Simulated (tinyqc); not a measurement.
Inside a calculation (part 2 of 2). Method: UKS/LDA (PW92) in the sto-3g basis, for H2O, spin multiplicity 3. Computed by tinyqc, a small Python program that keeps every step (integrals from PySCF). Command: `OMP_NUM_THREADS=1 python tinyqc.py 30815 30816 out.jsonl` (the two numbers bound the seeds that draw the settings). One thread of a shared host (Intel(R) Xeon(R) Processor @ 2.60GHz), about 2 s of CPU time with the checks.

Geometry (angstrom):
```
atom,x,y,z
O,0.000000,0.000000,0.000000
H,0.000000,1.132000,0.754000
H,0.000000,-1.122000,0.747000
```

## Iteration 2: diagonalisation and new density

extrapolated F(alpha) (hartree), lower triangle:
```
,1O 1s,1O 2s,1O 2px,1O 2py,1O 2pz,2H 1s,3H 1s
1O 1s,-18.235902
1O 2s,-4.750920,-1.920943
1O 2px,0.000000,0.000000,-0.155293
1O 2py,0.000833,-0.003230,0.000000,-0.122894
1O 2pz,-0.001511,-0.033037,0.000000,-0.003553,-0.113269
2H 1s,-0.426412,-0.365508,0.000000,-0.160446,-0.111608,-0.208839
3H 1s,-0.438338,-0.368483,0.000000,0.155315,-0.109362,-0.074684,-0.167191
```

extrapolated F(beta) (hartree), lower triangle:
```
,1O 1s,1O 2s,1O 2px,1O 2py,1O 2pz,2H 1s,3H 1s
1O 1s,-18.211777
1O 2s,-4.733380,-1.834138
1O 2px,0.000000,0.000000,-0.022409
1O 2py,0.000670,-0.005238,0.000000,-0.070790
1O 2pz,-0.000470,-0.027005,0.000000,0.001423,-0.037279
2H 1s,-0.424909,-0.349086,0.000000,-0.149789,-0.101965,-0.126961
3H 1s,-0.436801,-0.348642,0.000000,0.139834,-0.097363,-0.069880,-0.037743
```

X, lower triangle:
```
,1O 1s,1O 2s,1O 2px,1O 2py,1O 2pz,2H 1s,3H 1s
1O 1s,1.022799
1O 2s,-0.129273,1.077324
1O 2px,0.000000,0.000000,1.000000
1O 2py,0.000101,-0.000946,0.000000,1.035907
1O 2pz,-0.003390,0.028646,0.000000,-0.000447,1.014811
2H 1s,0.013556,-0.136259,0.000000,-0.114051,-0.070884,1.052408
3H 1s,0.013843,-0.139809,0.000000,0.116330,-0.072455,-0.026013,1.054641
```

Diagonalise F' = X^T F X, C = X C', fill 6 alpha and 4 beta electrons from the bottom; D(s) = C_occ C_occ^T. Each column has its largest component positive (the first on a tie).

F' = X^T F X (alpha) (hartree), lower triangle:
```
,1,2,3,4,5,6,7
1,-17.874394
2,-2.534974,-1.033853
3,0.000000,0.000000,-0.155293
4,0.001640,-0.004061,0.000000,-0.059519
5,-0.014047,0.005808,0.000000,-0.003906,-0.087380
6,-0.017647,-0.160818,0.000000,-0.151460,-0.094663,-0.105711
7,-0.019167,-0.166045,0.000000,0.152589,-0.096251,-0.025363,-0.058526
```

orbital energies (alpha) (hartree): MO1 -18.247908, MO2 -0.742756, MO3 -0.274687, MO4 -0.187908, MO5 -0.155293, MO6 0.073587, MO7 0.160289

coefficients C (alpha):
```
,MO1,MO2,MO3,MO4,MO5,MO6,MO7
1O 1s,0.993095,-0.254131,0.015309,0.076658,0.000000,0.077388,0.017174
1O 2s,0.028490,0.950515,-0.069451,-0.365344,0.000000,-0.406699,-0.090995
1O 2px,0.000000,0.000000,0.000000,0.000000,1.000000,0.000000,0.000000
1O 2py,-0.000079,0.007213,0.612139,-0.096010,0.000000,-0.179640,0.826674
1O 2pz,0.001243,0.052826,0.067221,0.721463,0.000000,-0.705965,-0.121413
2H 1s,-0.004175,0.124116,0.520637,0.349051,0.000000,0.709144,-0.483545
3H 1s,-0.004288,0.108396,-0.388816,0.431307,0.000000,0.499569,0.743589
```

F' = X^T F X (beta) (hartree), lower triangle:
```
,1,2,3,4,5,6,7
1,-17.852349
2,-2.530306,-0.943785
3,0.000000,0.000000,-0.022409
4,0.001679,-0.005883,0.000000,-0.007168
5,-0.013687,0.013236,0.000000,0.001467,-0.010875
6,-0.017781,-0.166450,0.000000,-0.155023,-0.097202,-0.021030
7,-0.019032,-0.175691,0.000000,0.156671,-0.098846,-0.027853,0.076737
```

orbital energies (beta) (hartree): MO1 -18.223092, MO2 -0.659625, MO3 -0.202099, MO4 -0.104622, MO5 -0.022409, MO6 0.170121, MO7 0.260847

coefficients C (beta):
```
,MO1,MO2,MO3,MO4,MO5,MO6,MO7
1O 1s,0.993320,-0.253174,0.022756,0.069403,0.000000,0.076920,0.034403
1O 2s,0.027601,0.949296,-0.103651,-0.330885,0.000000,-0.401607,-0.181195
1O 2px,0.000000,0.000000,0.000000,0.000000,1.000000,0.000000,0.000000
1O 2py,-0.000065,0.011607,0.656561,-0.153370,0.000000,-0.337574,0.728669
1O 2pz,0.001133,0.044876,0.073432,0.758799,0.000000,-0.644042,-0.207303
2H 1s,-0.004021,0.133324,0.509893,0.326518,0.000000,0.796858,-0.354463
3H 1s,-0.004119,0.103559,-0.319707,0.374735,0.000000,0.367409,0.873553
```

D(alpha) after iteration 2, lower triangle:
```
,1O 1s,1O 2s,1O 2px,1O 2py,1O 2pz,2H 1s,3H 1s
1O 1s,1.062920
1O 2s,-0.273805,1.207993
1O 2px,0.000000,0.000000,1.000000
1O 2py,-0.013802,0.072476,0.000000,0.416255
1O 2pz,-0.010489,0.069111,0.000000,0.099081,1.026207
2H 1s,0.053920,-0.334235,0.000000,0.158695,-0.207255,0.911207
3H 1s,0.033966,-0.230836,0.000000,-0.368379,-0.061921,0.315854,0.598540
```

D(beta) after iteration 2, lower triangle:
```
,1O 1s,1O 2s,1O 2px,1O 2py,1O 2pz,2H 1s,3H 1s
1O 1s,1.056115
1O 2s,-0.238243,1.022154
1O 2px,0.000000,0.000000,0.000000
1O 2py,0.001293,-0.006288,0.000000,0.454729
1O 2pz,0.044098,-0.216055,0.000000,-0.067644,0.583184
2H 1s,-0.003484,-0.034437,0.000000,0.286245,0.291182,0.384396
3H 1s,-0.011577,0.007339,0.000000,-0.266178,0.265514,-0.026835,0.253380
```

## Iteration 13 (converged): orbitals

converged F(alpha) (hartree), lower triangle:
```
,1O 1s,1O 2s,1O 2px,1O 2py,1O 2pz,2H 1s,3H 1s
1O 1s,-18.439294
1O 2s,-4.794021,-2.009691
1O 2px,0.000000,0.000000,-0.243912
1O 2py,0.000256,0.002026,0.000000,-0.217981
1O 2pz,-0.006100,-0.044672,0.000000,0.001106,-0.195740
2H 1s,-0.430306,-0.374343,0.000000,-0.162466,-0.113593,-0.188777
3H 1s,-0.442331,-0.383625,0.000000,0.166582,-0.116133,-0.076049,-0.195841
```

converged F(beta) (hartree), lower triangle:
```
,1O 1s,1O 2s,1O 2px,1O 2py,1O 2pz,2H 1s,3H 1s
1O 1s,-18.412536
1O 2s,-4.775989,-1.924704
1O 2px,0.000000,0.000000,-0.109326
1O 2py,0.000278,0.002144,0.000000,-0.167556
1O 2pz,-0.002855,-0.028280,0.000000,0.001154,-0.125315
2H 1s,-0.428723,-0.359560,0.000000,-0.153528,-0.105103,-0.122197
3H 1s,-0.440705,-0.368730,0.000000,0.157834,-0.107684,-0.072783,-0.134011
```

As before.

F' = X^T F X (alpha) (hartree), lower triangle:
```
,1,2,3,4,5,6,7
1,-18.077369
2,-2.543616,-1.122307
3,0.000000,0.000000,-0.243912
4,0.000445,0.000802,0.000000,-0.158468
5,-0.017012,-0.008230,0.000000,0.000357,-0.171716
6,-0.018214,-0.160733,0.000000,-0.146354,-0.091231,-0.083447
7,-0.019875,-0.164803,0.000000,0.149414,-0.093345,-0.025314,-0.086017
```

orbital energies (alpha) (hartree): MO1 -18.450958, MO2 -0.822707, MO3 -0.323888, MO4 -0.243912, MO5 -0.242336, MO6 0.034563, MO7 0.106002

coefficients C (alpha):
```
,MO1,MO2,MO3,MO4,MO5,MO6,MO7
1O 1s,0.993223,-0.257391,-0.003059,0.000000,0.064141,0.079668,0.001825
1O 2s,0.027993,0.969533,0.014104,0.000000,-0.304242,-0.427337,-0.010775
1O 2px,0.000000,0.000000,0.000000,1.000000,0.000000,0.000000,0.000000
1O 2py,-0.000052,-0.003410,0.711287,0.000000,0.016227,-0.008811,0.770300
1O 2pz,0.001500,0.067399,-0.014818,0.000000,0.812441,-0.613174,-0.011819
2H 1s,-0.004133,0.087363,0.375728,0.000000,0.319427,0.678695,-0.658439
3H 1s,-0.004237,0.091143,-0.390421,0.000000,0.304584,0.658089,0.681805
```

F' = X^T F X (beta) (hartree), lower triangle:
```
,1,2,3,4,5,6,7
1,-18.052723
2,-2.538582,-1.033475
3,0.000000,0.000000,-0.109326
4,0.000452,0.000883,0.000000,-0.106961
5,-0.015751,0.010377,0.000000,0.000374,-0.100083
6,-0.018379,-0.166812,0.000000,-0.149899,-0.094323,-0.014525
7,-0.020079,-0.170558,0.000000,0.152806,-0.096361,-0.026851,-0.022108
```

orbital energies (beta) (hartree): MO1 -18.423524, MO2 -0.741931, MO3 -0.270964, MO4 -0.180047, MO5 -0.109326, MO6 0.114091, MO7 0.172500

coefficients C (beta):
```
,MO1,MO2,MO3,MO4,MO5,MO6,MO7
1O 1s,0.993443,-0.255441,-0.003910,0.062299,0.000000,0.084500,-0.000347
1O 2s,0.027119,0.962726,0.018049,-0.298732,0.000000,-0.446238,0.000904
1O 2px,0.000000,0.000000,0.000000,0.000000,1.000000,0.000000,0.000000
1O 2py,-0.000052,-0.003886,0.722962,0.022957,0.000000,0.013179,0.759115
1O 2pz,0.001251,0.044750,-0.017803,0.806197,0.000000,-0.623434,0.001930
2H 1s,-0.003965,0.098492,0.361622,0.327627,0.000000,0.656565,-0.682729
3H 1s,-0.004065,0.103801,-0.383652,0.312774,0.000000,0.669072,0.669328
```

D(alpha) after iteration 13, lower triangle:
```
,1O 1s,1O 2s,1O 2px,1O 2py,1O 2pz,2H 1s,3H 1s
1O 1s,1.063212
1O 2s,-0.275348,1.216158
1O 2px,0.000000,0.000000,1.000000
1O 2py,-0.001011,0.005553,0.000000,0.506282
1O 2pz,-0.012552,0.080032,0.000000,0.007816,1.040808
2H 1s,0.046817,-0.297329,0.000000,0.266156,-0.156328,0.711481
3H 1s,0.045492,-0.291152,0.000000,-0.278868,-0.144145,0.405222,0.686607
```

D(beta) after iteration 13, lower triangle:
```
,1O 1s,1O 2s,1O 2px,1O 2py,1O 2pz,2H 1s,3H 1s
1O 1s,1.056075
1O 2s,-0.237661,1.017144
1O 2px,0.000000,0.000000,0.000000
1O 2py,-0.000456,0.002448,0.000000,0.523216
1O 2pz,0.040107,-0.198043,0.000000,0.005463,0.652274
2H 1s,-0.010101,0.003367,0.000000,0.268577,0.262097,0.247826
3H 1s,-0.009568,-0.000538,0.000000,-0.270589,0.263627,-0.026024,0.255808
```

## Convergence

Stop when the energy changes by less than 1e-10 hartree and every element of the error matrix X^T (F D S - S D F) X (for each spin) is below 3e-06.

Course of the cycle:
```
iteration,E (hartree),change,largest element of the error matrix
1,-73.77351295,-,1.99e-01
2,-73.69244622,8.11e-02,3.57e-01
3,-74.49661330,-8.04e-01,1.02e-01
4,-74.50265476,-6.04e-03,8.33e-02
5,-74.52021518,-1.76e-02,6.41e-02
6,-74.53087919,-1.07e-02,3.72e-02
7,-74.53581515,-4.94e-03,1.44e-02
8,-74.53656452,-7.49e-04,2.69e-03
9,-74.53660406,-3.95e-05,1.04e-03
10,-74.53661055,-6.49e-06,1.39e-04
11,-74.53661068,-1.25e-07,1.65e-05
12,-74.53661068,-1.84e-09,2.01e-06
13,-74.53661068,-2.52e-11,8.67e-08
```

PySCF UKS in the same basis, fine grid, after a stability check = -74.50084330 hartree

Converged in 13 iterations. The coarse grid moves the energy by -3.58e-02 hartree.

## Populations, bond orders and dipole

overlap S, lower triangle:
```
,1O 1s,1O 2s,1O 2px,1O 2py,1O 2pz,2H 1s,3H 1s
1O 1s,1.000000
1O 2s,0.236704,1.000000
1O 2px,0.000000,0.000000,1.000000
1O 2py,0.000000,0.000000,0.000000,1.000000
1O 2pz,0.000000,0.000000,0.000000,0.000000,1.000000
2H 1s,0.020984,0.253941,0.000000,0.202639,0.134973,1.000000
3H 1s,0.021570,0.259265,0.000000,-0.206233,0.137305,0.077426,1.000000
```

Mulliken: Z minus the diagonal of D S on the atom; Loewdin: the same with S^(1/2) D S^(1/2); Mayer order: 2 sum_s sum (D(s) S)_ij (D(s) S)_ji over the two atoms.

Charges (e):
```
atom,Mulliken,Loewdin,Mulliken spin
1O,0.064068,0.094393,1.299338
2H,-0.037422,-0.052282,0.364913
3H,-0.026646,-0.042112,0.335749
```

Mayer bond orders:
```
pair,order
2-1,0.673581
3-1,0.694705
3-2,0.191857
```

dipole moment about the origin, x y z (debye): 0.000000  -0.068767  0.005230

<S^2> of the determinant (pure state: 2) = 2.000249
